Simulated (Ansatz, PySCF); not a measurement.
Dimer: CH5N (SMILES CN) (first 7 atoms) with CH5N (SMILES CN); geometry from S66by8 set.
(charge 0, multiplicity 1):
```tsv
atom	x (Å)	y (Å)	z (Å)
N	-2.7289	0.4168	-0.7504
H	-1.9003	-0.1680	-0.8007
H	-3.3908	0.0272	-1.4086
C	-3.2890	0.3373	0.5970
H	-4.1830	0.9552	0.6582
H	-3.5530	-0.6699	0.9345
H	-2.5706	0.7446	1.3061
N	2.9000	-0.9103	-0.3600
H	3.1962	-0.6358	-1.2880
H	3.5235	-1.6580	-0.0848
C	3.0602	0.2249	0.5537
H	2.7900	-0.0898	1.5593
H	4.0676	0.6467	0.5907
H	2.3677	1.0107	0.2610
```

Interaction energies are E(AB) − E(A) − E(B) at the monomers' geometry in the complex; basis-set methods are counterpoise corrected.

Rows in 6-31G* carry no dispersion term and start afresh at each structure (6-31G* with six Cartesian d functions).

Codes used: Ansatz (an electronic-structure program); PySCF for 6-31G* rows, the dispersion terms. Each number belongs to the level named beside it.

**Question.** Estimate the interaction energy that HF/6-31G* returns for this input.

**Answer.** -0.3 kcal/mol
